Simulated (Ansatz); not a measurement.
Gas-phase electronic energies from Ansatz, PBE0-D4/def2-TZVP geometries. CBS: MP2 limit from def2 TZ/QZ plus the TZ coupled-cluster correction, frozen cores. This one scheme is used for every species, atoms too. Functionals use def2-TZVPP. HSE06 is defined as in plane-wave codes. No spin–orbit coupling; open shells (•) take unrestricted orbitals. Spin–orbit coupling would lower the free atoms: a little for C, Cl.

Consider the atomization: `CN=C=CCl` → 3 C• + Cl• + 4 H• + N•.

| level | ΔE (kcal/mol) |
| --- | --- |
| HSE06-D4 | 866.4 |
| BLYP | 855.0 |
| r2SCANh | 848.2 |
| HF/def2-TZVPP | 586.5 |

Q: What does CCSD(T)/CBS give? (Best estimate.)

A: Computed: +848.3 kcal/mol. The listed levels differ from it by 18.1, 6.7, -0.1, -261.8 kcal/mol.

Q: What do rigid-rotor, harmonic-oscillator terms from PBE0-D4/def2-TZVP frequencies (298.15 K, 1 bar) make of the CCSD(T)/CBS value? (Best estimate.)

A: Ansatz gave: ΔZPE = -40.4 kcal/mol, ΔH = +816.9 kcal/mol, ΔS = 932 J/(mol·K), ΔG = +750.5 kcal/mol. Open shells count their whole term as degenerate.

Largest T1 diagnostic among the species: 0.013.

From PBE to PBE0 (25 % exact exchange), in def2-TZVPP and without D4, ΔE moves by −25.9 kcal/mol: exact exchange takes away binding that semilocal exchange gives to molecules. In def2-TZVPP, CCSD(T) changes the Hartree–Fock value by +237.4 kcal/mol (the triples alone add +18.5 kcal/mol) and MP2 by +259.8 kcal/mol; breaking electron pairs costs correlation energy, which Hartree–Fock lacks.

For atomizations the MP2-based limit and the directly extrapolated one differ by several kJ/mol either way, and by 10 to 25 for some Ge, Se and Sn compounds, so smaller differences from it don't rank the levels.
